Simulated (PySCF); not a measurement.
## Trend along the third period: MMg molecules

PBE0 with triple-zeta basis sets in PySCF, for the lowest determinant that a PBE0 search found; no spin–orbit coupling. De refers to high-spin ground-configuration atoms. A positive dipole means M(−)Mg(+).

```json
{"M": "Mg", "basis": "def2-TZVPP", "state (unpaired electrons)": "singlet (closed shell)", "Re (Å)": "3.601", "ωe (cm⁻¹)": "89.1", "De (eV)": "0.11", "μ (D)": "n/a"}
{"M": "Al", "basis": "def2-TZVP", "state (unpaired electrons)": "doublet (π ↑)", "Re (Å)": "2.888", "ωe (cm⁻¹)": "204", "De (eV)": "0.48", "μ (D)": "1.45"}
{"M": "Si", "basis": "x2c-TZVPPall", "state (unpaired electrons)": "triplet (π ↑↑)", "Re (Å)": "2.544", "ωe (cm⁻¹)": "313", "De (eV)": "1.14", "μ (D)": "3.38"}
{"M": "P", "basis": "x2c-TZVPPall", "state (unpaired electrons)": "quartet (σ ↑, π ↑↑)", "Re (Å)": "2.535", "ωe (cm⁻¹)": "310", "De (eV)": "0.83", "μ (D)": "1.81"}
{"M": "S", "basis": "def2-TZVPP", "state (unpaired electrons)": "singlet (closed shell)", "Re (Å)": "2.136", "ωe (cm⁻¹)": "546", "De (eV)": "2.10", "μ (D)": "7.74"}
{"M": "Cl", "basis": "x2c-TZVPPall", "state (unpaired electrons)": "doublet (σ ↑)", "Re (Å)": "2.209", "ωe (cm⁻¹)": "457", "De (eV)": "3.33", "μ (D)": "3.33"}
```

(1) By what factor does the well depth vary along the series?

The rows differ in basis set, which adds steps of its own.

The state changes along the series, so neighbouring rows are not always alike in their bonding.

Closed-shell solutions of metal pairs were not tested for spin polarisation, which can lower them a little. Weak bonds: Mg2, MgAl. Basis-set superposition, not corrected here, can be much of De in a small basis, most of all at correlated wavefunction levels. Functionals without a dispersion term scatter widely for such bonds, and LDA overbinds them. States were picked by a PBE0 search and need not be the measured ground states.

Results:

(1) At PBE0 it runs from 0.11 eV (Mg2) to 3.33 eV (MgCl), a factor of 30.3.
